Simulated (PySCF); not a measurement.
Method: PySCF energies plus ideal-gas RRHO corrections (1 bar). The comparison is the NASA 1993 polynomial table, which mixes measured and estimated data. S°(298 K) at PBE0/def2-TZVP differs from the NASA 1993 table for AlOH (+24 J/mol/K); whether the harmonic model or the table's entry is off was not settled. All species are closed-shell singlets. The harmonic model lacks anharmonicity and excited electronic states, which grow with temperature; levels with a mode under 35 cm⁻¹ are left out. Soft modes under 120 cm⁻¹ make the harmonic entropy rough for AlOH. The table's entry may be an old estimate for AlOH (not checked at source).

Harmonic frequencies at PBE0/def2-TZVP (cm⁻¹): 118, 119, 848, 4025. Point group C∞v; S°(298 K) = 240.9 J/mol/K at this level.

Problem. Work out Cp and S° of gaseous AlOH at 500, 800, 1200, 1600, 2000 K from these, and set them beside the table.

Solution. 
| T (K) | Cp PBE0/def2-TZVP | Cp table | S° PBE0/def2-TZVP | S° table |
|---|---|---|---|---|
| 500 | 50.8 | 39.2 | 266.4 | 234.7 |
| 800 | 52.9 | 46.8 | 290.8 | 254.9 |
| 1200 | 54.9 | 52.1 | 312.6 | 275.0 |
| 1600 | 56.7 | 55.4 | 328.7 | 290.5 |
| 2000 | 58.1 | 57.5 | 341.5 | 303.1 |
Units J/mol/K.
